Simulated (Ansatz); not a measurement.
**A ladder of methods for SiH3OF (SMILES O[SiH2]F)**

The species is SiH3OF (6 atoms), meant as a singlet with charge 0. SMILES: `O[SiH2]F`. Geometry: relaxed at PBE0-D4/def2-TZVP. This is one conformer, not always the lowest.

```xyz
6

O    -0.8535   -0.2092   -0.9241
Si    0.3783   -0.0093    0.1239
F     0.1808   -0.9228    1.4178
H    -1.7142    0.1502   -0.7056
H     1.5956   -0.4585   -0.5758
H     0.4551    1.3856    0.6176
```

Quantity: the energy change with the Si2–F3 bond stretched from 1.596 to 1.995 Å, in eV. The values are calculated.

| level | kind | program | value (eV) | less FCI/STO-3G |
| --- | --- | --- | --- | --- |
| revPBE/STO-3G (restricted) | GGA | Ansatz | 0.97 | -0.19 |
| r2SCAN/STO-3G (restricted) | meta-GGA | Ansatz | 1.20 | +0.04 |
| B3LYP/STO-3G (restricted) | global hybrid | Ansatz | 1.22 | +0.06 |
| BHLYP/STO-3G (restricted) | global hybrid | Ansatz | 1.51 | +0.35 |
| wB97M-V/STO-3G (restricted) | range-separated hybrid | Ansatz | 1.36 | +0.20 |
| RPA@PBE/STO-3G (restricted) | RPA | Ansatz | 0.94 | -0.22 |
| MP2/STO-3G (restricted) | perturbation theory | Ansatz | 1.47 | +0.31 |
| CCSD(T)/STO-3G (restricted) | coupled cluster or CI | Ansatz | 1.17 | +0.01 |
| FCI/STO-3G | exact in the basis | Ansatz | 1.16 | 0.00 |

FCI/STO-3G is exact within its basis and frozen core, so for wave-function methods in that basis the difference is their error; functionals converge differently with the basis, so for them it is only a difference. The first shape isn't each level's own minimum. The values span 0.94 to 1.51 eV. All rows use very small basis sets, so none should be taken for the real molecule's value.
